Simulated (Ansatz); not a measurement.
Process, species as SMILES: C#C (C2H2) → C#[C-] + H+
B3LYP-D3(BJ)/def2-TZVP geometries, fixed; electronic energies without zero-point terms.

Basis-set convergence of the deprotonation energy at B3LYP with Ansatz (a quantum-chemistry and plane-wave program). Cartesian d functions, on some or all atoms, in 6-31G*, 6-31G**, 6-31+G*; all else is spherical. The program fits the integrals of some runs and decomposes those of others, by size. No added dispersion term, no relativity. Functions are those of the species that has most. Reference: the value in aug-pcseg-3, 384.23 kcal/mol, itself unsure by roughly 0.31 kcal/mol (its mean distance from aug-cc-pVQZ, def2-QZVPPD). Deviations are taken from unrounded values.

```csv
basis,functions
STO-3G,12
3-21G,22
6-31G,22
6-31G*,34
6-31G**,40
6-31+G*,42
6-311G**,48
6-311+G**,56
def2-SVPD,56
"6-311++G(2d,2p)",74
def2-TZVPD,92
def2-TZVPPD,108
"6-311++G(3df,3pd)",114
def2-QZVPPD,192
```

**Question.** Which is the smallest set listed that can be trusted to 2 kcal/mol here, that is, within that of the reference together with its larger relatives (same family, alike in diffuse functions; a set with none to test it counts only in the reference's own line)?

**Answer.** The smallest set listed that lies within 2 kcal/mol of the reference with all its larger relatives (same family, alike in diffuse functions; a set with none counts only in the reference's own line) is 6-311+G** (56 functions, -0.96 kcal/mol off). Value minus reference: STO-3G 103.64, 3-21G 23.44, 6-31G 21.58, 6-31G* 19.37, 6-31G** 20.44, 6-31+G* -3.21, 6-311G** 10.38, 6-311+G** -0.96, def2-SVPD 2.81, 6-311++G(2d,2p) -0.60, def2-TZVPD 1.03, def2-TZVPPD 1.34, 6-311++G(3df,3pd) -0.28, def2-QZVPPD 0.56 kcal/mol.
